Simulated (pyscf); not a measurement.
H₃C–SnH₃ (SMILES [CH3][SnH3]) + H₂O (SMILES O) -> CH₄ (SMILES C) + HO–SnH₃ (SMILES [OH][SnH3]) (four-centre exchange; singlet surface; C–Sn, H–O broken, C–H, O–Sn formed). Single points on ωB97X-D3(BJ)/def2-SVP structures (PySCF, gas phase). Energies in eV from the separated reactants.

```json
[
 {"level": "ωB97X-D3(BJ)/def2-TZVP", "barrier": "1.70", "reaction energy": "-0.40"},
 {"level": "PBE/def2-TZVP", "barrier": "1.44", "reaction energy": "-0.45"},
 {"level": "B3LYP-D3(BJ)/def2-TZVP", "barrier": "…", "reaction energy": "-0.47"},
 {"level": "PBE0-D3(BJ)/def2-TZVP", "barrier": "1.58", "reaction energy": "-0.37"},
 {"level": "M06-2X/def2-TZVP", "barrier": "…", "reaction energy": "…"},
 {"level": "ωB97M-D3(BJ)/def2-TZVP", "barrier": "1.69", "reaction energy": "-0.42"}
]
```

Q: What belongs in the gaps?

A: 
- B3LYP-D3(BJ)/def2-TZVP, barrier: 1.63
- M06-2X/def2-TZVP, barrier: 1.53
- M06-2X/def2-TZVP, reaction energy: -0.55

The functionals in the table span 0.26 eV in this barrier, from PBE to ωB97X-D3(BJ)/def2-TZVP. This is the saddle that the search found; another between the same sides may lie lower. Elements past Kr carry the def2 core potentials, without spin-orbit coupling.
